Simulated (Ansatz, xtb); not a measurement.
# Two isomers of CH3NSi

Structure I: `CN=[Si]`, a singlet. Structure II: `N#C[SiH3]`, a singlet. Both are isolated molecules in the gas phase, relaxed with B3LYP-D4/def2-TZVP.

Energies in hartree; the thermal terms are from B3LYP-D4/def2-TZVP harmonic frequencies (ideal gas, rigid rotor, one conformer each, 298.15 K, 1 atm) and include the zero-point energy:

```
                                I           II
E, CCSD(T)/def2-TZVPP  −383.539547  −383.546635
    zero-point energy     0.042254     0.032921
         H(298 K) − E     0.047134     0.038183
         G(298 K) − E     0.017957     0.008147
```

Work out ΔE, ΔE₀, ΔH and ΔG for I → II in kcal/mol (1 Eh = 627.51 kcal/mol) and the equilibrium ratio [II]/[I].

1. ΔE = −383.546635 − (−383.539547) = −0.007088 Eh = −4.45 kcal/mol.
2. ΔE₀ = ΔE + ΔZPE = −0.007088 + (−0.009333) Eh = −10.30 kcal/mol.
3. ΔH = ΔE + (−0.008951) Eh = −10.06 kcal/mol.
4. ΔG = ΔE + (−0.009810) Eh = −10.60 kcal/mol, so ΔS = (ΔH − ΔG)/T = +7.6 J/(mol K).
5. kT = 0.9442 mEh, so K = [II]/[I] = exp(−ΔG/kT) = exp(+17.90) ≈ 5.9 × 10^7.

Structure II is favoured at this temperature. An error of 1 kcal/mol in ΔG would change K by a factor of 5.4. GFN2-xTB, r2SCAN-D4/def2-SVP gave ΔE the other sign. Mirror images and further conformers aren't counted.

As drawn, II has 1 C≡N, 1 C–Si, 3 Si–H in place of 1 C–N, 1 N=Si, 3 C–H.

Other levels gave ΔE = +7.7 (GFN2-xTB); −31.9 (HF/STO-3G, GFN2-xTB geometries); +1.8 (r2SCAN-D4/def2-SVP, GFN2-xTB geometries); −1.9 (B3LYP-D4/def2-TZVP); −16.5 (HF/def2-TZVPP); −3.6 (MP2/def2-TZVPP) kcal/mol. The correlated steps freeze 7 core orbitals. Programs: Ansatz 0.2.0, xtb 6.7.1.
